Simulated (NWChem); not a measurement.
**Correlation energy of P (-1)**

SMILES: [P-]
```xyz
1

P      0.0000     0.0000     0.0000
```
Charge -1, spin multiplicity 3.

All runs are NWChem calculations.

Basis set: def2-TZVPD. Each correlation energy counts from its own Hartree-Fock reference.

The correlated methods keep 5 core orbitals frozen. The stability of the SCF solutions was not checked. Open-shell Hartree-Fock references start from PBE0 orbitals. Coupled-cluster values serve here as a point of comparison, not as the truth.

| method | correlation energy (mHa) |
|---|---|
| CCSDT on ROHF | -140.2 |
| CCSD on ROHF | … |
| CCSD[T] on UHF | -134.6 |
| CCSD on UHF | … |
| UMP2 | -107.2 |
| CCSD(T) on ROHF | -139.7 |
| SCS-UMP2 | -106.7 |
| CCSD[T] on ROHF | -139.7 |
| CCSD(T) on UHF | -134.5 |

Fill in the missing entries.


- CCSD on ROHF, correlation energy (mHa): -133.7
- CCSD on UHF, correlation energy (mHa): -129.1
